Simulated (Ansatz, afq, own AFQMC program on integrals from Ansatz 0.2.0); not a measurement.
## SiNH₅, singlet: AFQMC among the cluster methods

```json
{"atom": "N", "x (Å)": "-1.8503", "y (Å)": "0.0253", "z (Å)": "-0.0188"}
{"atom": "H", "x (Å)": "-2.1475", "y (Å)": "0.9931", "z (Å)": "-0.0188"}
{"atom": "H", "x (Å)": "-2.1475", "y (Å)": "-0.3770", "z (Å)": "0.8614"}
{"atom": "H", "x (Å)": "-0.5663", "y (Å)": "0.0253", "z (Å)": "-0.0188"}
{"atom": "Si", "x (Å)": "0.9827", "y (Å)": "0.0253", "z (Å)": "-0.0188"}
{"atom": "H", "x (Å)": "1.5949", "y (Å)": "-0.8490", "z (Å)": "1.0712"}
{"atom": "H", "x (Å)": "1.5949", "y (Å)": "-0.8490", "z (Å)": "-1.1088"}
```

Basis cc-pVDZ. Noble-gas cores (and the filled d shells of Ga–Kr and In–Xe) are frozen. AFQMC by an in-house program on the Cholesky factors that Ansatz 0.2.0 writes for its CCSD(T) run. The CISD trial takes its coefficients from CCSD amplitudes. Released means that phaseless walkers are propagated on without the constraint, phases kept. Error bars are statistical, one sigma.

Determinant: RHF, the one that the program's search chose, which needn't be the lowest solution. The geometry is a point of a scan.

No full CI on the walks' own integrals is used here; CCSDT(Q) serves as the reference and is uncertain by about the last step of the cluster series.

Cautions: higher spins were not checked; restricted determinant unstable towards unrestricted (UHF 631 meV lower, ⟨S²⟩ 0.80).

```
T1 diagnostic                               : 0.0197
weight of the determinant in the CISD state : 0.831
size of the correlated space                : 14 electrons in 51 orbitals
```

```csv
level,correlation energy (eV)
MP2,-8.2281
CCSD,-9.3399
CCSD(T),-9.6568
```

Question: Estimate where phaseless AFQMC with a CISD trial lies against CCSD(T) on the same integrals.

Answer: 49.3 ± 5.4 meV below CCSD(T).

Reference: CCSDT(Q), correlation energy -9.734 eV. The released energy is read at 2.40 1/Eh (meV from the phaseless value at times in 1/Eh: -5 ± 5 at 0.24, -11 ± 4 at 0.51, -28 ± 6 at 0.99, -32 ± 9 at 1.62, -16 ± 7 at 2.40).

```json
{"level": "CCSD(T)", "E − E(reference) (meV)": "76.9", "share of correlation (%)": "99.21"}
{"level": "CCSDT", "E − E(reference) (meV)": "32.0", "share of correlation (%)": "99.67"}
{"level": "ph-AFQMC/HF", "E − E(reference) (meV)": "18.6 ± 48.0", "share of correlation (%)": "99.81"}
{"level": "ph-AFQMC/CISD", "E − E(reference) (meV)": "27.6 ± 5.4", "share of correlation (%)": "99.72"}
{"level": "released AFQMC", "E − E(reference) (meV)": "11.4 ± 6.7", "share of correlation (%)": "99.88"}
```

Released energies are given only where the last usable release times agree within the noise; a slower fall can still hide under it.
